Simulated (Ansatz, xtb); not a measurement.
Two isomers of AlH5OSi

We compare I, `[OH+]1[AlH2-][SiH2]1`, a singlet, with II, `[OH][AlH][SiH3]`, a singlet. Both are isolated molecules in the gas phase, relaxed with B3LYP/6-31G*; the shapes shown needn't be the lowest conformers.

I (Å):

```xyz
8

Al   -1.4982    0.7098   -0.0633
O    -1.8408   -0.2010    1.6233
Si   -0.6089   -1.3320    0.8678
H    -2.6660   -0.5000    2.0353
H    -0.7714    2.0987    0.1695
H    -2.7314    0.5158   -1.0476
H     0.4021   -1.5772    1.9402
H    -1.3359   -2.6341    0.7373
```

II (Å):

```xyz
8

Al   -2.3535   -0.0380    0.7839
O    -3.0936   -1.1018    1.9136
Si    0.0476   -0.3776    0.4042
H    -4.0368   -1.0302    2.1099
H    -3.2618    1.0669    0.0767
H     0.6051    0.6418   -0.5325
H     0.3269   -1.7184   -0.1890
H     0.8290   -0.2866    1.6722
```

**Question.** Estimate which is lower in electronic energy at CCSD(T)/def2-TZVP, and by roughly how much.

**Answer.** The CCSD(T)/def2-TZVP calculation puts structure II lower, by 17.4 kcal/mol.

Level by level:

```csv
level,geometry,E(II) − E(I) (kcal/mol),departure from the last row (kcal/mol),"job, with rough time for the two"
B3LYP/6-31G*,B3LYP/6-31G*,−16.1,+1.3,"optimisation, 35 s"
HF/def2-TZVP,B3LYP/6-31G*,−19.5,−2.1,part of the CCSD(T) run
MP2/def2-TZVP,B3LYP/6-31G*,−17.6,−0.2,part of the CCSD(T) run
CCSD(T)/def2-TZVP,B3LYP/6-31G*,−17.4,,"single point, 11 s"
```

As drawn, II has 1 Si–H in place of 1 O–Si, 1 Al–H. Structure I has a 3-membered ring, II no ring.

None of the levels shown reverses the order. The largest departure from CCSD(T)/def2-TZVP is that of HF/def2-TZVP, 2.1 kcal/mol. A small imaginary or near-zero mode remains, so no thermal terms are given. Levels run at GFN2-xTB geometries aren't shown.

The correlated steps freeze 11 core orbitals. Codes used: Ansatz 0.2.0; the last row on 1 thread of AMD EPYC 9R45 96-Core Processor (Zen 5) on a shared host.
